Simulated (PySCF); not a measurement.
**3-methyl-1-butene, C$_{5}$H$_{10}$**

Geometry:
| atom | x (Å) | y (Å) | z (Å) |
| --- | --- | --- | --- |
| C1 | 2.229 | -0.163 | -0.168 |
| C2 | 1.039 | -0.274 | 0.404 |
| C3 | -0.265 | 0.096 | -0.229 |
| C4 | -0.951 | 1.204 | 0.566 |
| C5 | -1.171 | -1.126 | -0.344 |
| H6 | 2.336 | 0.221 | -1.178 |
| H7 | 3.138 | -0.450 | 0.347 |
| H8 | 0.972 | -0.665 | 1.420 |
| H9 | -0.055 | 0.470 | -1.238 |
| H10 | -0.323 | 2.095 | 0.627 |
| H11 | -1.901 | 1.483 | 0.103 |
| H12 | -1.163 | 0.872 | 1.587 |
| H13 | -1.390 | -1.539 | 0.645 |
| H14 | -0.702 | -1.912 | -0.939 |
| H15 | -2.123 | -0.862 | -0.813 |

Computed with quadratic response CAM-B3LYP/def2-TZVPD first hyperpolarisability, Taylor convention, gas phase in PySCF. Geometry: PBE0-D3(BJ)/def2-TZVP.

Question: Give the tensor of the static β(0;0,0) in the axes of these coordinates.

Answer: In au, Taylor convention; rows are the first index (the induced dipole):
|  | xx | yy | zz | xy | xz | yz |
| --- | --- | --- | --- | --- | --- | --- |
| x | -15.9 | -9.0 | +4.2 | -0.7 | 0.0 | -6.6 |
| y | -0.7 | +6.8 | +6.1 | -9.0 | -6.6 | -3.8 |
| z | 0.0 | -3.8 | -22.5 | -6.6 | +4.2 | +6.1 |

Norm of βᵢ = ⅓ Σⱼ (βᵢⱼⱼ + βⱼᵢⱼ + βⱼⱼᵢ): 35.6 au, hyper-Rayleigh value 15.5 au.
